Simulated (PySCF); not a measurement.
## Argon: a sound run and one with changed settings

Sound run: Ar [Ar], Ar⁺ [Ne] 3s2 3p5. Calculation: PySCF 2.14, in cc-pV(T+d)Z (5s4p3d1f, 39 functions); no relativity, point nucleus. The sound run starts from symmetry-adapted Hartree-Fock orbitals and uses a fine grid where one is needed.

Changed run: radial step 0.8 in ln r (0.13 in the sound run). This setting is unsound on purpose.

```
species  method  sound run (hartree)  changed run (hartree)  converged
     Ar     UHF           -526.81313             -526.81313        yes
     Ar   M06-L           -527.53753             -527.40720        yes
     Ar    MN15           -527.45870             -528.15288        yes
    Ar⁺     UHF           -526.27765             -526.27765        yes
    Ar⁺   M06-L           -526.95714             -526.77742        yes
    Ar⁺    MN15           -526.87785             -527.57645        yes
```

Ionisation energy of Ar:

```tsv
method	sound run (eV)	changed run (eV)
UHF	14.571	14.571
M06-L	15.793	17.137
MN15	15.806	15.686
```

A coarse radial grid mis-integrates the density and the exchange-correlation energy, with errors of either sign; Hartree-Fock needs no grid.

For comparison, NIST gives 15.760 eV between the lowest levels.
